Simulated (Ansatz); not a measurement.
in.yaml

```yaml
crystal:
  periodic: [false, false, false]
  atoms:
    - {symbol: Al, position_ang: [0.000000, 0.000000, 0.000000]}
    - {symbol: As, position_ang: [0.000000, 0.000000, 8.827000]}
basis:
  gaussian: {orbitals: cc-pVDZ}
total_charge: 1
magnetization: {spin_polarized: true, initial_magnetization: 3}
correlation: {method: bccd, electrons: valence, diis_vectors: 12}
scf: {lower_state_search: full}
```

```sh
$ ansatz run in.yaml --threads 1 --pin off --events-out ev --progress --plain --max-ram 2393MiB
```

The program prints:

```
511 factors; integrals over basis functions are off by at most 8.8e-5 eV
mean field evaluation 1: about -67370.5912 eV, gradient 6.3e0 eV
mean field evaluation 2: about -67370.5950 eV, gradient 6.3e0 eV
mean field evaluation 4: about -67370.9083 eV, gradient 4.1e-1 eV
mean field evaluation 8: about -67370.9109 eV, gradient 9.0e-7 eV
mean field evaluation 16: about -67369.3116 eV, gradient 5.8e0 eV
mean field evaluation 32: about -67370.9109 eV, gradient 1.1e-5 eV
mean field -67370.91086393 eV, -2475.8353086058 hartree, gradient 2.1e-6 eV, S^2 3.750728; 4 other end points of the search recorded, 0 dependent functions left out
14 core orbitals not correlated: weight in the atoms' cores, before any rotation towards them, 1.000 or more for the frozen orbitals, at most 0.000 for the correlated occupied ones
reference -67370.91086393 eV, -2475.8353086058 hartree; 10, 7 occupied and 21, 24 virtual orbitals, 511 factors
second order -2.57299855 eV of doubles, -0.00000000 eV of singles
cycle   1  -3.08598691 eV  change   -5.1e-1 eV  update   6.8e-2
cycle   2  -3.31232556 eV  change   -2.3e-1 eV  update   2.7e-2
cycle   3  -3.32211380 eV  change   -9.8e-3 eV  update   6.0e-3
cycle   4  -3.32402371 eV  change   -1.9e-3 eV  update   1.2e-3
cycle   5  -3.32396976 eV  change    5.4e-5 eV  update   2.4e-4
cycle   6  -3.32385013 eV  change    1.2e-4 eV  update   3.3e-5
cycle   7  -3.32389100 eV  change   -4.1e-5 eV  update   1.1e-5
cycle   8  -3.32387128 eV  change    2.0e-5 eV  update   3.4e-6
Total energy: -67374.23473521 eV, -2475.9574586225 hartree
```

Ran on 1 thread of Arm Neoverse V2, shared host: 1.4 s wall, 0.2 GiB peak host memory.
